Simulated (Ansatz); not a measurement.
Predict the output of the script below (the Ansatz DFT code, driven from Python).

The script reads `chf2.xyz`:
```text
4

F    -1.21764    0.26290   -0.13551
C     0.04447    0.06835    0.22048
F     0.43224   -1.17588   -0.02279
H     0.74094    0.84463   -0.06218
```

`composite_chf2.py`
```python
"""Relax CHF2 cheaply, then refine its energy."""

import ansatz as az
import numpy as np


def main() -> None:
    chf2 = az.Crystal.molecule_from_extxyz("chf2.xyz")

    calc = (
        chf2.calculation()
        .basis(gaussian="def2-SVP")
        .functional("B3LYP")
        .spin("collinear", total=1)
    )
    symbols = [site.symbol for site in chf2.cartesian_sites]
    start = np.array([site.position_ang for site in chf2.cartesian_sites], dtype=float)
    report = calc.relax(force_tolerance=0.01).run().report
    end = np.array(report["positions_ang"])
    print("final positions (A) and the move of each atom")
    for symbol, xyz, old in zip(symbols, end, start):
        print(f"{symbol:2s} {xyz[0]:10.5f} {xyz[1]:10.5f} {xyz[2]:10.5f}   {np.linalg.norm(xyz - old):7.4f}")

    minimum = az.Crystal.molecule()
    for symbol, place in zip(symbols, end):
        minimum = minimum.atom(symbol, place.tolist())
    at_minimum = minimum.calculation().spin("collinear", total=1)
    # MP2 extrapolated to the basis limit, plus the small-basis difference CCSD(T) - MP2
    level = lambda method, basis: at_minimum.basis(gaussian=basis).correlation(method).run().report
    small, large, cluster = level("mp2", "cc-pVDZ"), level("mp2", "cc-pVTZ"), level("ccsd_t", "cc-pVDZ")
    corr = lambda each: (each["free_energy_ev"] - each["reference_energy_ev"]) / 27.211386246
    mp2_limit = (27 * corr(large) - 8 * corr(small)) / 19
    pieces = {"HF / cc-pVTZ": large["reference_energy_ev"] / 27.211386246, "MP2 correlation, DZ-TZ limit": mp2_limit, "CCSD(T) - MP2 / cc-pVDZ": corr(cluster) - corr(small)}
    for name, value in pieces.items():
        print(f"{name:32s} {value:14.6f} Ha")
    print(f"{'sum':32s} {sum(pieces.values()):14.6f} Ha")
    print("T1 diagnostic", round(cluster["correlation"]["coupled_cluster"]["t1_diagnostic"], 4))


if __name__ == "__main__":
    main()
```

```console
$ python composite_chf2.py
final positions (A) and the move of each atom
F    -1.21464    0.26719   -0.14129    0.0078
C     0.03598    0.06030    0.24294    0.0253
F     0.43650   -1.17277   -0.02847    0.0078
H     0.74217    0.84527   -0.07318    0.0111
HF / cc-pVTZ                        -237.360078 Ha
MP2 correlation, DZ-TZ limit          -0.703281 Ha
CCSD(T) - MP2 / cc-pVDZ               -0.025509 Ha
sum                                 -238.088868 Ha
T1 diagnostic 0.0152
```

These settings explore the input space; basis and method may be short of convergence. The sum leaves out core correlation, relativity, the Hartree-Fock basis error and zero-point energy; a DZ-TZ extrapolation is rough. The run takes the species as open-shell (spin multiplicity 2), which needn't be its ground state. b3lyp holds the VWN-RPA fit, as in Gaussian; the form of ORCA and Turbomole is b3lyp5. Inner cores stay frozen, so this is valence correlation. An extrapolation from small basis sets is rough. Run time: 8.7 s on 1 thread of Arm Neoverse V2, with other jobs on the host, peak memory 0.23 GiB.
